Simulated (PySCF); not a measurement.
Compound: 1,1-dichloro-2,2-difluoroethane, C₂H₂Cl₂F₂.
Atom-mapped SMILES: `[F:1][CH:2]([F:3])[CH:4]([Cl:5])[Cl:6]` (hydrogens: H7 on C2; H8 on C4)

Method used: PBE0-D3(BJ)/def2-SVP geometry optimisation, gas phase in PySCF 2.14.0.

Task: Give the optimised bond lengths and angles.

Result: 
| bond | length (Å) |
| --- | --- |
| F1–C2, C2–F3 | 1.341 |
| C2–C4 | 1.526 |
| C4–Cl5, C4–Cl6 | 1.767 |
| C2–H7 | 1.105 |
| C4–H8 | 1.097 |

Bonds in one row agree within 0.01 Å and their mean is given. A selection of angles:
| angle | degrees |
| --- | --- |
| F1–C2–F3 | 108.7 |
| F1–C2–C4 | 111.0 |
| F1–C2–H7 | 109.2 |
| F3–C2–C4 | 109.0 |
| C4–C2–H7 | 109.8 |
| C2–C4–Cl5 | 109.1 |
| C2–C4–Cl6 | 110.9 |
| C2–C4–H8 | 109.0 |
| Cl5–C4–Cl6 | 112.4 |
| Cl5–C4–H8 | 107.6 |

Dihedral angles: F1–C2–C4–Cl5 -66° (synclinal). The mirror-image conformer, all signs reversed, is as good.

Point group: C1 (no symmetry element, even within 0.4 Å). No frequency check. One conformer, not necessarily the lowest.
